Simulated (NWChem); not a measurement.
System: CH₂ cation, doublet

Parts of the log:

```
             Northwest Computational Chemistry Package (NWChem) 7.3.0
             --------------------------------------------------------

 C2V symmetry detected

                             Geometry "geometry" -> ""
                             -------------------------

 Output coordinates in angstroms (scale by  1.889725989 to convert to a.u.)

  No.       Tag          Charge          X              Y              Z
 ---- ---------------- ---------- -------------- -------------- --------------
    1 C                    6.0000     0.00000000     0.00000000    -0.09238812
    2 H                    1.0000     1.04656300     0.00000000     0.27716437
    3 H                    1.0000    -1.04656300     0.00000000     0.27716437

 Effective nuclear repulsion energy (a.u.)       5.9742017678

      Symmetry information
      --------------------

 Group name             C2v
 Group number             16
 Group order               4
 No. of unique centers     2

                                Z-matrix (autoz)
                                --------

 Units are Angstrom for bonds and degrees for angles

      Type          Name      I     J     K     L     M      Value
      ----------- --------  ----- ----- ----- ----- ----- ----------
    1 Stretch                  1     2                       1.10989
    2 Stretch                  1     3                       1.10989
    3 Bend                     2     1     3               141.10267

                           NWChem Geometry Optimization
                           ----------------------------

 maximum gradient threshold         (gmax) =   0.000450
 rms gradient threshold             (grms) =   0.000300
 maximum cartesian step threshold   (xmax) =   0.001800
 rms cartesian step threshold       (xrms) =   0.001200
 fixed trust radius                (trust) =   0.300000
 source of zmatrix                         =   autoz

          -------------------
          Energy Minimization
          -------------------

 Using diagonal initial Hessian
 Scaling for Hessian diagonals: bonds = 1.00  angles = 0.25  torsions = 0.10

          --------
          Step   0

                                 NWChem DFT Module
                                 -----------------

 Summary of "ao basis" -> "ao basis" (spherical)
 ------------------------------------------------------------------------------
       Tag                 Description            Shells   Functions and Types
 ---------------- ------------------------------  ------  ---------------------
 C                        aug-cc-pvtz               14       46   5s4p3d2f
 H                        aug-cc-pvtz                9       23   4s3p2d

      Symmetry analysis of basis
      --------------------------

        a1         35
        a2         12
        b1         27
        b2         18

            General Information
            -------------------
          SCF calculation type: DFT
          Wavefunction type:  spin polarized.
          No. of atoms     :     3
          No. of electrons :     7
           Alpha electrons :     4
            Beta electrons :     3
          Charge           :     1
          Spin multiplicity:     2
          Use of symmetry is: on ; symmetry adaption is: on
          Maximum number of iterations: 150
          AO basis - number of functions:    92
                     number of shells:    32
          Convergence on energy requested:  1.00D-06
          Convergence on density requested:  1.00D-05
          Convergence on gradient requested:  5.00D-04

              XC Information
              --------------
                         PBE0 Method XC Functional
                     Hartree-Fock (Exact) Exchange  0.250
          PerdewBurkeErnzerhof Exchange Functional  0.750
            Perdew 1991 LDA Correlation Functional  1.000 local
           PerdewBurkeErnz. Correlation Functional  1.000 non-local

             Grid Information
             ----------------
          Grid used for XC integration:  medium
          Radial quadrature: Mura-Knowles
          Angular quadrature: Lebedev.
          Tag              B.-S. Rad. Rad. Pts. Rad. Cut. Ang. Pts.
          ---              ---------- --------- --------- ---------
          C                   0.70       49          11.0       434
          H                   0.35       45          13.0       434
          Grid pruning is: on
          Number of quadrature shells:    94
          Spatial weights used:  Erf1

      Superposition of Atomic Density Guess
      -------------------------------------

 Sum of atomic energies:         -38.67030400

 Renormalizing density from       8.00 to      7

      Non-variational initial energy
      ------------------------------

 Total energy =     -35.109685
 1-e energy   =     -55.030850
 2-e energy   =      13.946963
 HOMO         =      -0.681800
 LUMO         =      -0.650368

   Symmetry analysis of molecular orbitals - initial alpha
   -------------------------------------------------------

  Numbering of irreducible representations:

     1 a1          2 a2          3 b1          4 b2

  Orbital symmetries:

     1 a1          2 a1          3 b1          4 a1          5 b2
     6 a1          7 b1          8 a1          9 a1         10 b2
    11 b1         12 a1         13 b1         14 a2

   Symmetry analysis of molecular orbitals - initial beta
   ------------------------------------------------------

  Numbering of irreducible representations:

     1 a1          2 a2          3 b1          4 b2

  Orbital symmetries:

     1 a1          2 a1          3 b1          4 a1          5 b2
     6 a1          7 b1          8 a1          9 a1         10 b2
    11 b1         12 a1         13 b1         14 a2

   convergence    iter        energy       DeltaE   RMS-Dens  Diis-err
 ---------------- ----- ----------------- --------- --------- ---------
 d= 0,ls=0.0,diis     1    -38.7015192123 -4.47D+01  1.98D-03  1.19D-01
                                                     1.89D-03  1.10D-01
 d= 0,ls=0.0,diis     2    -38.7232391492 -2.17D-02  9.06D-04  1.51D-02
                                                     5.48D-04  9.49D-03
 d= 0,ls=0.0,diis     3    -38.7288985629 -5.66D-03  1.28D-04  5.97D-04
                                                     1.65D-04  7.21D-04
 d= 0,ls=0.0,diis     4    -38.7292716244 -3.73D-04  3.96D-05  7.94D-06
                                                     2.53D-05  3.95D-06
 d= 0,ls=0.0,diis     5    -38.7292797916 -8.17D-06  1.11D-05  4.52D-07
                                                     7.76D-06  1.58D-07
 d= 0,ls=0.0,diis     6    -38.7292801902 -3.99D-07  1.23D-06  9.85D-09
                                                     1.31D-06  1.32D-08

         Total DFT energy =      -38.729280190232
      One electron energy =      -60.397305740631
           Coulomb energy =       21.379249885238
    Exchange-Corr. energy =       -5.685426102620
 Nuclear repulsion energy =        5.974201767781

 Numeric. integr. density =        6.999999397075

                  Occupations of the irreducible representations
                  ----------------------------------------------

                     irrep           alpha         beta
                     --------     --------     --------
                     a1                3.0          2.0
                     a2                0.0          0.0
                     b1                1.0          1.0
                     b2                0.0          0.0

                    DFT Final Alpha Molecular Orbital Analysis
                    ------------------------------------------

 Vector    2  Occ=1.000000D+00  E=-1.070814D+00  Symmetry=a1
              MO Center= -2.3D-15,  3.8D-16,  4.6D-02, r^2= 8.4D-01
   Bfn.  Coefficient  Atom+Function         Bfn.  Coefficient  Atom+Function
  ----- ------------  ---------------      ----- ------------  ---------------
     2      0.520183  1 C  s                  4      0.293362  1 C  s
     3      0.137609  1 C  s                 47      0.097915  2 H  s
    70      0.097915  3 H  s                 48      0.095438  2 H  s
    71      0.095438  3 H  s                 49     -0.040050  2 H  s
    72     -0.040050  3 H  s                 11      0.028576  1 C  pz

 Vector    3  Occ=1.000000D+00  E=-8.458823D-01  Symmetry=b1
              MO Center=  3.2D-15, -2.9D-16,  7.1D-02, r^2= 1.1D+00
   Bfn.  Coefficient  Atom+Function         Bfn.  Coefficient  Atom+Function
  ----- ------------  ---------------      ----- ------------  ---------------
     9      0.356455  1 C  px                 6      0.289011  1 C  px
    12      0.199814  1 C  px                48      0.169479  2 H  s
    71     -0.169479  3 H  s                 47      0.148741  2 H  s
    70     -0.148741  3 H  s                 49     -0.072888  2 H  s
    72      0.072888  3 H  s

 Vector    4  Occ=1.000000D+00  E=-6.760389D-01  Symmetry=a1
              MO Center= -7.2D-16, -4.8D-16, -2.2D-01, r^2= 8.9D-01
   Bfn.  Coefficient  Atom+Function         Bfn.  Coefficient  Atom+Function
  ----- ------------  ---------------      ----- ------------  ---------------
    11      0.497011  1 C  pz                 8      0.370979  1 C  pz
    14      0.233429  1 C  pz                 2     -0.142153  1 C  s
     4     -0.093787  1 C  s                 48      0.068742  2 H  s
    71      0.068742  3 H  s                 47      0.054061  2 H  s
    70      0.054061  3 H  s                  3     -0.043799  1 C  s

[...]

      ----------------------
      Optimization converged
      ----------------------

  Step       Energy      Delta E   Gmax     Grms     Xrms     Xmax
  ---- ---------------- -------- -------- -------- -------- --------
@    2     -38.72945148 -2.3D-07  0.00005  0.00003  0.00031  0.00066
                                     ok       ok       ok       ok

                                Z-matrix (autoz)
                                --------

 Units are Angstrom for bonds and degrees for angles

      Type          Name      I     J     K     L     M      Value     Gradient
      ----------- --------  ----- ----- ----- ----- ----- ---------- ----------
    1 Stretch                  1     2                       1.09780    0.00000
    2 Stretch                  1     3                       1.09780    0.00000
    3 Bend                     2     1     3               141.04926   -0.00005

                         Geometry "geometry" -> "geometry"
                         ---------------------------------

 Output coordinates in angstroms (scale by  1.889725989 to convert to a.u.)

  No.       Tag          Charge          X              Y              Z
 ---- ---------------- ---------- -------------- -------------- --------------
    1 C                    6.0000     0.00000000     0.00000000    -0.09002437
    2 H                    1.0000     1.03498522     0.00000000     0.27598249
    3 H                    1.0000    -1.03498522     0.00000000     0.27598249

 Effective nuclear repulsion energy (a.u.)       6.0400789440

      Symmetry information
      --------------------

 Group name             C2v
 Group number             16
 Group order               4
 No. of unique centers     2

                Final and change from initial internal coordinates
                --------------------------------------------------

                                Z-matrix (autoz)
                                --------

 Units are Angstrom for bonds and degrees for angles

      Type          Name      I     J     K     L     M      Value       Change
      ----------- --------  ----- ----- ----- ----- ----- ---------- ----------
    1 Stretch                  1     2                       1.09780   -0.01210
    2 Stretch                  1     3                       1.09780   -0.01210
    3 Bend                     2     1     3               141.04926   -0.05341

 ==============================================================================
                                internuclear distances
 ------------------------------------------------------------------------------
       center one      |      center two      | atomic units |  angstroms
 ------------------------------------------------------------------------------
    2 H                |   1 C                |     2.07453  |     1.09780
    3 H                |   1 C                |     2.07453  |     1.09780
 ------------------------------------------------------------------------------
                         number of included internuclear distances:          2
 ==============================================================================

[second-derivative integrals and response iterations left out]

  Vibrational analysis via the FX method

  See chapter 2 in "Molecular Vibrations" by Wilson, Decius and Cross

  Vib: Default input used

 ---------------------------- Atom information ----------------------------
     atom    #        X              Y              Z            mass
 --------------------------------------------------------------------------
    C        1  0.0000000D+00  0.0000000D+00 -1.7012139D-01  1.2000000D+01
    H        2  1.9558385D+00  0.0000000D+00  5.2153129D-01  1.0078250D+00
    H        3 -1.9558385D+00  0.0000000D+00  5.2153129D-01  1.0078250D+00
 --------------------------------------------------------------------------

[unprojected Hessian and modes left out]

        Vibrational analysis via the FX method
  --- with translations and rotations projected out ---
  --- via the Eckart algorithm                      ---
 Projected Nuclear Hessian trans-rot subspace norm:5.1278D-33
                         (should be close to zero!)

[projected Hessian left out]

 Rotational Constants
 --------------------
 A=  72.918631 cm-1  (104.911300 K)
 B=   7.807584 cm-1  ( 11.233121 K)
 C=   7.052459 cm-1  ( 10.146689 K)

 Temperature                      =   298.15K
 frequency scaling parameter      =   1.0000

 Zero-Point correction to Energy  =   10.225 kcal/mol  (  0.016295 au)
 Thermal correction to Energy     =   12.032 kcal/mol  (  0.019174 au)
 Thermal correction to Enthalpy   =   12.624 kcal/mol  (  0.020118 au)

 Total Entropy                    =   44.361 cal/mol-K
   - Translational                =   33.846 cal/mol-K (mol. weight =  14.0157)
   - Rotational                   =   10.391 cal/mol-K (symmetry #  =        2)
   - Vibrational                  =    0.125 cal/mol-K

 Cv (constant volume heat capacity) =    6.422 cal/mol-K
   - Translational                  =    2.979 cal/mol-K
   - Rotational                     =    2.979 cal/mol-K
   - Vibrational                    =    0.463 cal/mol-K

[normal modes left out]

 ----------------------------------------------------------------------------
 Normal Eigenvalue ||           Projected Infra Red Intensities
  Mode   [cm**-1]  || [atomic units] [(debye/angs)**2] [(KM/mol)] [arbitrary]
 ------ ---------- || -------------- ----------------- ---------- -----------
    1       -0.000 ||    0.071605           1.652        69.804      11.378
    2        0.000 ||    0.017584           0.406        17.141       2.794
    3        0.000 ||    0.072512           1.673        70.688      11.522
    4        0.000 ||    0.072512           1.673        70.688      11.522
    5        0.000 ||    0.061905           1.428        60.348       9.837
    6        0.000 ||    0.018006           0.415        17.553       2.861
    7      928.223 ||    0.045415           1.048        44.273       7.216
    8     2988.946 ||    0.025452           0.587        24.811       4.044
    9     3238.748 ||    0.181419           4.185       176.856      28.827
 ----------------------------------------------------------------------------
```

Level: PBE0/aug-cc-pVTZ, spin-unrestricted. No stability test was run on the SCF state.

Reconstruct the input file.

This is not unique; one that fits is the input that was run:
```
start job
memory heap 200 mb stack 900 mb global 1100 mb
charge 1
geometry units angstroms
  C     -0.088165    -0.028837     0.000000
  H      0.263077     0.086046    -1.046563
  H      0.263077     0.086046     1.046563
end
basis spherical
  * library aug-cc-pvtz
end
dft
  odft
  mult 2
  xc pbe0
  iterations 150
end
driver
  maxiter 120
end
task dft optimize
task dft freq
```
